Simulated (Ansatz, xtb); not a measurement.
## Relative energy of two isomers of CH5NO

Structure X: `CNO`, a singlet. Structure Y: `CON`, a singlet. Both are isolated molecules in the gas phase, relaxed with PBE0-D4/def2-TZVP; the shapes shown needn't be the lowest conformers.

X (Å):

```xyz
8

C     0.1690    1.4209   -1.4489
N    -0.4961    0.7766   -2.5610
O    -1.8602    1.1829   -2.5459
H     1.1704    0.9909   -1.3637
H     0.2696    2.4880   -1.6539
H    -0.3592    1.2947   -0.4952
H    -0.5419   -0.2205   -2.3742
H    -1.9862    1.5587   -3.4211
```

Y (Å):

```xyz
8

C     0.4323    0.7561   -1.6780
N    -1.6144    1.6773   -2.1516
O    -0.3841    1.2500   -2.7108
H    -0.0300   -0.1008   -1.1759
H     0.6470    1.5287   -0.9318
H     1.3624    0.4411   -2.1551
H    -2.3224    1.1596   -2.6659
H    -1.7057    2.6464   -2.4454
```

Energies in hartree; the thermal terms are from PBE0-D4/def2-TZVP harmonic frequencies (ideal gas, rigid rotor, one conformer each, 298.15 K, 1 atm) and include the zero-point energy:

|  | X | Y |
| --- | --- | --- |
| E, CCSD(T)/def2-TZVPP | −170.777483 | −170.769191 |
| zero-point energy | 0.068948 | 0.068579 |
| H(298 K) − E | 0.074031 | 0.073921 |
| G(298 K) − E | 0.043781 | 0.043014 |

Problem. Work out ΔE, ΔE₀, ΔH and ΔG for X → Y in kJ/mol (1 Eh = 2625.50 kJ/mol) and the equilibrium ratio [Y]/[X].

Solution. 1. ΔE = −170.769191 − (−170.777483) = +0.008292 Eh = +21.77 kJ/mol.
2. ΔE₀ = ΔE + ΔZPE = +0.008292 + (−0.000369) Eh = +20.80 kJ/mol.
3. ΔH = ΔE + (−0.000110) Eh = +21.48 kJ/mol.
4. ΔG = ΔE + (−0.000767) Eh = +19.76 kJ/mol, so ΔS = (ΔH − ΔG)/T = +5.8 J/(mol K).
5. kT = 0.9442 mEh, so K = [Y]/[X] = exp(−ΔG/kT) = exp(−7.97) ≈ 3.5 × 10^−4.

Structure X is favoured at this temperature. An error of 4 kJ/mol in ΔG would change K by a factor of 5. HF/STO-3G gave ΔE the other sign. Mirror images and further conformers aren't counted.

As drawn, Y has 1 C–O, 1 N–H in place of 1 C–N, 1 O–H.

Other levels gave ΔE = +19.5 (GFN2-xTB); −9.6 (HF/STO-3G, GFN2-xTB geometries); +18.0 (r2SCAN-D4/def2-SVP, GFN2-xTB geometries); +21.6 (PBE0-D4/def2-TZVP); +17.6 (HF/def2-TZVPP); +23.9 (MP2/def2-TZVPP) kJ/mol. The correlated steps freeze 3 core orbitals. Programs: Ansatz 0.2.0, xtb 6.7.1.
